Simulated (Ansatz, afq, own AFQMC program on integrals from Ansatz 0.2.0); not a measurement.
**CH2N⁺, triplet in cc-pVDZ, levels against CCSDT(Q)**

```json
{"atom": "N", "x (Å)": "0.0000", "y (Å)": "0.0000", "z (Å)": "0.6600"}
{"atom": "C", "x (Å)": "0.0000", "y (Å)": "0.0000", "z (Å)": "-0.5768"}
{"atom": "H", "x (Å)": "0.0000", "y (Å)": "-0.9374", "z (Å)": "-1.1497"}
{"atom": "H", "x (Å)": "0.0000", "y (Å)": "0.9373", "z (Å)": "-1.1497"}
```

Connectivity, by distances: N–CH2.

Basis cc-pVDZ. Only valence electrons are correlated. AFQMC by an in-house program on the Cholesky factors that Ansatz 0.2.0 writes for its CCSD(T) run. The CISD trial takes its coefficients from CCSD amplitudes. Released means that phaseless walkers are propagated on without the constraint, phases kept. Error bars are statistical, one sigma.

Determinant: UHF, the one that the program's search chose, which needn't be the lowest solution. The geometry is a PBE0/def2-TZVP stationary point of this or a neighbouring charge and spin state.

No full CI on the walks' own integrals is used here; CCSDT(Q) serves as the reference and is uncertain by about the last step of the cluster series.

Cautions: another spin lies lower (by 2.37 eV).

The T1 diagnostic is 0.0206, the weight of the determinant in the CISD state is 0.909 and the ⟨S²⟩ of the determinant is 2.010. The size of the correlated space is 10 electrons in 36 orbitals.

| level | correlation energy (eV) |
| --- | --- |
| MP2 | -5.3623 |
| CCSD | -6.3123 |
| CCSD(T) | -6.4603 |

(1) Estimate where phaseless AFQMC with a CISD trial lies against CCSD(T) on the same integrals.

(1) 2.0 ± 0.4 kJ/mol below CCSD(T).

Reference: CCSDT(Q), correlation energy -6.494 eV. The released energy is read at 2.40 1/Eh (meV from the phaseless value at times in 1/Eh: -4 ± 3 at 0.24, -8.1 ± 2.3 at 0.51, -9.2 ± 2.2 at 0.99, -15 ± 3 at 1.62, -16 ± 4 at 2.40).

```csv
level,E − E(reference) (kJ/mol),share of correlation (%)
CCSD(T),3.3,99.47
CCSDT,0.8,99.87
ph-AFQMC/CISD,1.3 ± 0.4,99.80
released AFQMC,-0.3 ± 0.4,100.04
```

A walk keeps the symmetry of its determinant, which the program's search chose and which needn't be the lowest solution, so a lower state of the same spin and another symmetry isn't excluded. Released energies are given only where the last usable release times agree within the noise; a slower fall can still hide under it.
